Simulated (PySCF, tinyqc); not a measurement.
Worked calculation: RHF in the sto-6g basis, for BH, spin multiplicity 1. This run ends on a higher stationary point, not on the lowest solution. The lowest restricted solution is unstable here: a spin-polarised one lies 0.0148 hartree lower (PySCF). One step of it, computed by the program tinyqc.

Question. Iteration 3: diagonalisation and new density. A level shift of 0.2 hartree raises the virtual space: F + shift (S - S D(s) S), with D(s) the density of one spin (D/2). Diagonalise F' = X^T F X, C = X C', fill 3 alpha and 3 beta electrons from the bottom; D = 2 C_occ C_occ^T. Each column has its largest component positive (the first on a tie).

Fock matrix F (hartree), lower triangle:
```
            1B 1s      1B 2s    1B 2px     1B 2py     1B 2pz      2H 1s
1B 1s   -7.339344
1B 2s   -2.078334  -0.819615
1B 2px   0.000000   0.000000  0.283542
1B 2py   0.000000   0.000000  0.129609  -0.058168
1B 2pz   0.018921  -0.190959  0.000000   0.000000   0.104854
2H 1s   -0.647650  -0.602436  0.000000   0.000000  -0.319496  -0.377204
```

X, lower triangle:
```
            1B 1s      1B 2s    1B 2px    1B 2py     1B 2pz     2H 1s
1B 1s    1.029094
1B 2s   -0.151983   1.206874
1B 2px   0.000000   0.000000  1.000000
1B 2py   0.000000   0.000000  0.000000  1.000000
1B 2pz  -0.012943   0.174244  0.000000  0.000000   1.169507
2H 1s    0.024092  -0.419825  0.000000  0.000000  -0.409719  1.343128
```

D after iteration 2, lower triangle:
```
            1B 1s     1B 2s     1B 2px    1B 2py    1B 2pz     2H 1s
1B 1s    2.055764
1B 2s   -0.171559  0.594198
1B 2px   0.000000  0.000000   0.203298
1B 2py   0.000000  0.000000  -0.604373  1.796702
1B 2pz  -0.103703  0.282345   0.000000  0.000000  0.134407
2H 1s   -0.208555  0.547725   0.000000  0.000000  0.260820  0.506154
```

overlap S, lower triangle:
```
           1B 1s     1B 2s    1B 2px    1B 2py    1B 2pz     2H 1s
1B 1s   1.000000
1B 2s   0.264891  1.000000
1B 2px  0.000000  0.000000  1.000000
1B 2py  0.000000  0.000000  0.000000  1.000000
1B 2pz  0.000000  0.000000  0.000000  0.000000  1.000000
2H 1s   0.082469  0.517598  0.000000  0.000000  0.513306  1.000000
```

Give: F' = X^T F X; orbital energies; coefficients C; D after iteration 3.

Answer.

F' = X^T F X (hartree), lower triangle:
```
         1        2       3        4        5       6
1  -7.1681
2  -1.1090  -0.0529
3   0.0000   0.0000  0.4632
4   0.0000   0.0000  0.1900  -0.0378
5   0.0334   0.0107  0.0000   0.0000   0.5433
6  -0.1088  -0.5954  0.0000   0.0000  -0.5250  0.2601
```

orbital energies (hartree): MO1 -7.3422, MO2 -0.5123, MO3 -0.1018, MO4 0.3368, MO5 0.5271, MO6 1.1002

coefficients C:
```
            MO1      MO2      MO3      MO4     MO5      MO6
1B 1s    0.9942  -0.1984   0.0000  -0.1982  0.0000   0.1256
1B 2s    0.0225   0.5340   0.0000   0.8057  0.0000  -0.8669
1B 2px   0.0000   0.0000  -0.3188   0.0000  0.9478   0.0000
1B 2py   0.0000   0.0000   0.9478   0.0000  0.3188   0.0000
1B 2pz   0.0000   0.2260   0.0000  -0.5851  0.0000  -1.0829
2H 1s   -0.0043   0.5306   0.0000  -0.3532  0.0000   1.3200
```

D after iteration 3, lower triangle:
```
          1B 1s   1B 2s   1B 2px  1B 2py  1B 2pz   2H 1s
1B 1s    2.0556
1B 2s   -0.1672  0.5713
1B 2px   0.0000  0.0000   0.2033
1B 2py   0.0000  0.0000  -0.6044  1.7967
1B 2pz  -0.0896  0.2414   0.0000  0.0000  0.1022
2H 1s   -0.2191  0.5664   0.0000  0.0000  0.2398  0.5630
```
